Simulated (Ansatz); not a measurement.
Molecule: cyclopropene, C3H4 (charge 0, singlet). 
Coordinates optimised at B3LYP-D3(BJ)/def2-TZVP (Ansatz, a first-principles code):
```
C
H 1 1.0889
H 1 1.0889 2 113.66
C 1 1.5050 2 119.64 3 150.54
C 4 1.2868 1 64.69 2 105.61
H 5 1.0750 4 149.73 1 180.00
H 4 1.0750 5 149.73 6 0.00
```
Charge 0, spin multiplicity 1.

Basis-set convergence of Hartree-Fock and CCSD(T) correlation energies (hartree) with Ansatz. Cores are frozen in the correlated levels unless marked. Spin-orbit coupling is left out. No relativistic terms.

| basis | functions | E(HF) | E(corr, CCSD(T)) |
|---|---|---|---|
| cc-pVDZ | - | -115.83299 | -0.44559 |
| cc-pVTZ | 146 | … | … |

**Question.** Some entries are withheld; supply them.

**Answer.** 
- cc-pVTZ, E(HF): -115.86553
- cc-pVTZ, E(corr, CCSD(T)): -0.53218
